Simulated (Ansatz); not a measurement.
Abridged output of a molecular run in Ansatz:

```
Functional definition: HF
981 factors; integrals over basis functions are off by at most 9.0e-4 eV
mean field evaluation 1: about -8511.8985 eV, gradient 4.2e1 eV
mean field evaluation 2: about -8512.0599 eV, gradient 4.2e1 eV
mean field evaluation 4: about -8515.0465 eV, gradient 2.9e0 eV
mean field evaluation 8: about -8515.0831 eV, gradient 1.5e-1 eV
mean field -8515.08318917 eV, -312.9235354713 hartree, gradient 2.7e-6 eV, S^2 0.000000; 0 other end points of the search recorded, 0 dependent functions left out
4 core orbitals not correlated: weight in the atoms' cores, before any rotation towards them, 1.000 or more for the frozen orbitals, at most 0.000 for the correlated occupied ones
reference -8515.08318917 eV, -312.9235354713 hartree; 13, 13 occupied and 135, 135 virtual orbitals, 981 factors
second order -24.50605088 eV of doubles, -0.00000000 eV of singles
cycle   1  -24.17678047 eV  change    3.3e-1 eV  update   9.3e-2
cycle   2  -24.66031114 eV  change   -4.8e-1 eV  update   2.5e-2
cycle   3  -24.76504166 eV  change   -1.0e-1 eV  update   1.2e-2
cycle   4  -24.75046695 eV  change    1.5e-2 eV  update   2.5e-3
cycle   5  -24.74929279 eV  change    1.2e-3 eV  update   1.1e-3
cycle   6  -24.75024003 eV  change   -9.5e-4 eV  update   3.2e-4
cycle   7  -24.75005906 eV  change    1.8e-4 eV  update   1.1e-4
cycle   8  -24.74998620 eV  change    7.3e-5 eV  update   2.7e-5
cycle   9  -24.74998979 eV  change   -3.6e-6 eV  update   8.8e-6
perturbative correction -0.79613560 eV, -0.0292574436 hartree
Total energy: -8540.62931456 eV, -313.8623382637 hartree
```

Its atoms:

```xyz
6

O    -0.409    0.330    0.954
C    -0.070    0.074   -0.323
F    -0.205   -1.243   -0.616
F     1.231    0.371   -0.560
H     0.156   -0.192    1.537
H    -0.703    0.660   -0.991
```

(1) Which basis set was used?
A. cc-pV(Q+d)Z
B. def2-SVPD
C. def2-SVP
D. def2-TZVPP

(2) Write the keys of the input that set method, charge and spin (a neutral closed shell needs none for the last two).

## Answers

(1) D. It gives 152 functions.

(2) 
```yaml
correlation: {method: ccsd_t}
```
